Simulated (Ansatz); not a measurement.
Relative stability

Two relaxed structures of LiSiH2, doublet (PBE0-D4/def2-TZVP; forces vanish, vibrations not checked).

A:

```xyz
4
angstrom
Li -2.5287 0.4816 -0.8410
Si -0.4774 0.0214 0.0693
H -1.7782 0.5750 0.8123
H 0.4381 0.8390 0.9452
```

B:

Li1  (-2.174, 0.516, -0.264)
Si2  (0.116, -0.026, 0.016)
H3  (0.842, -1.280, -0.387)
H4  (1.216, 0.791, 0.635)
(Å)

Ansatz 0.2.0; basis: def2-TZVPP; cores frozen in the correlated methods; orbitals are unrestricted. The outer core shell of Li, Na, Mg and K is correlated. B3LYP uses VWN-RPA correlation.

Task: Which structure is lower at CCSD(T), and by how much? (An estimate is asked for; the value comes from the calculation.)

Result: The calculation gives: B, by 4.66 kcal/mol (electronic energy, against the other). By their contacts, A is LiSiH₂ ([H]1[Li][SiH]1) and B is LiSiH₂ ([Li][SiH2]).

All methods give the same order:

```json
{"method": "PBE-D4", "E(B) − E(A) (kcal/mol)": "-3.61"}
{"method": "r2SCAN-D4", "E(B) − E(A) (kcal/mol)": "-4.36"}
{"method": "PBE0-D4", "E(B) − E(A) (kcal/mol)": "-4.58"}
{"method": "B3LYP-D4", "E(B) − E(A) (kcal/mol)": "-4.25"}
{"method": "wB97M-V", "E(B) − E(A) (kcal/mol)": "-4.42"}
{"method": "HF", "E(B) − E(A) (kcal/mol)": "-7.18"}
{"method": "MP2", "E(B) − E(A) (kcal/mol)": "-5.37"}
{"method": "CCSD", "E(B) − E(A) (kcal/mol)": "-4.96"}
{"method": "CCSD(T)", "E(B) − E(A) (kcal/mol)": "-4.66"}
```

The T1 diagnostic stays at or below 0.020. ⟨S²⟩ of the unrestricted Hartree–Fock references: 0.77 to 0.78 (a pure state has 0.75).

Labels in which every atom is bracketed show which atoms are joined, not bond orders.

For scale, one of the runs: CCSD(T)/def2-TZVPP, 89 basis functions, launched by `ansatz run in.yaml --threads 2 --pin off --events-out ev --progress --plain --max-ram 4352MiB`. The run took about 4.9 s on 2 CPU threads of an Intel Xeon Platinum 8259CL (shared host).
